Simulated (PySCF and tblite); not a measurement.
Results of a calculation; reference values are marked as such.
C₅H₈O, numbered as in [CH3:1]/[CH:2]=[CH:3]/[C:4]([CH3:5])=[O:6].

Conformers came from 90 starts (ETKDG and KDG, MMFF94s, GFN2-xTB); geometries are PBE0-D3(BJ)/def2-SVP. Energies: PBE0-D3(BJ)/def2-TZVP (IEF-PCM, chloroform), with GFN2-xTB thermal terms (modes under about 100 cm⁻¹ blended into free rotors). Symmetry numbers and mirror images are counted. Conformers within 3 kcal/mol (GFN2-xTB free energy) were kept, 8 at most. Couplings: B3LYP/pcJ-1 (gas phase; spin-dipole term only for pairs with B, N, F, Si or P). Couplings are for ¹³C, ¹H, ¹⁷O. Programs: PySCF with density fitting and tblite.

Torsions listed: C2–C3–C4–O6.

```tsv
conformer	shape	weight %
1	-179°	60.8
2	0°	39.2
```

Give the couplings in each conformer and the averages at 298.15 K (pairs that fast motion interchanges averaged).


| coupling | pairs | 1 | 2 | average (Hz) |
| --- | --- | --- | --- | --- |
| ¹J(C1,C2) | 1 | 45.8 | 46.1 | 45.9 |
| ¹J(C1,H1) | 3 | 134.2 | 133.8 | 134.0 |
| ²J(C1,H2) | 1 | 5.1 | 6.0 | 5.4 |
| ³J(C1,H3) | 1 | 7.9 | 6.9 | 7.5 |
| ¹J(C2,C3) | 1 | 72.6 | 75.9 | 73.9 |
| ³J(C2,O6) | 1 | -3.5 | -3.0 | -3.3 |
| ²J(H1,C2) | 3 | -6.9 | -7.1 | -7.0 |
| ¹J(C2,H2) | 1 | 156.8 | 163.7 | 159.5 |
| ²J(C2,H3) | 1 | 0.9 | 0.4 | 0.7 |
| ⁴J(C2,H5) | 3 | 1.2 | 0.8 | 1.0 |
| ¹J(C3,C4) | 1 | 57.3 | 56.2 | 56.9 |
| ²J(C3,O6) | 1 | -4.8 | -1.4 | -3.5 |
| ³J(H1,C3) | 3 | 7.2 | 7.1 | 7.1 |
| ²J(H2,C3) | 1 | 0.2 | -1.4 | -0.4 |
| ¹J(C3,H3) | 1 | 165.5 | 161.5 | 163.9 |
| ³J(C3,H5) | 3 | 0.9 | 2.3 | 1.5 |
| ¹J(C4,C5) | 1 | 44.6 | 45.2 | 44.8 |
| ¹J(C4,O6) | 1 | 33.2 | 33.4 | 33.3 |
| ⁴J(H1,C4) | 3 | -1.4 | -1.4 | -1.4 |
| ³J(H2,C4) | 1 | 6.7 | 6.4 | 6.6 |
| ²J(H3,C4) | 1 | 0.9 | 7.8 | 3.6 |
| ²J(C4,H5) | 3 | -5.3 | -5.4 | -5.3 |
| ²J(C5,O6) | 1 | -2.2 | -2.1 | -2.2 |
| ³J(H3,C5) | 1 | 3.0 | 0.0 | 1.8 |
| ¹J(C5,H5) | 3 | 134.2 | 133.8 | 134.0 |
| ⁵J(H1,O6) | 3 | -0.6 | -0.7 | -0.6 |
| ⁴J(H2,O6) | 1 | 0.7 | 0.2 | 0.5 |
| ³J(H3,O6) | 1 | -1.4 | -1.4 | -1.4 |
| ³J(H5,O6) | 3 | -1.9 | -2.0 | -1.9 |
| ²J(H1,H1) | 3 | -16.8 | -16.9 | -16.9 |
| ³J(H1,H2) | 3 | 8.1 | 8.5 | 8.3 |
| ⁴J(H1,H3) | 3 | -2.3 | -2.3 | -2.3 |
| ³J(H2,H3) | 1 | 17.5 | 15.8 | 16.8 |
| ²J(H5,H5) | 3 | -15.5 | -15.3 | -15.4 |
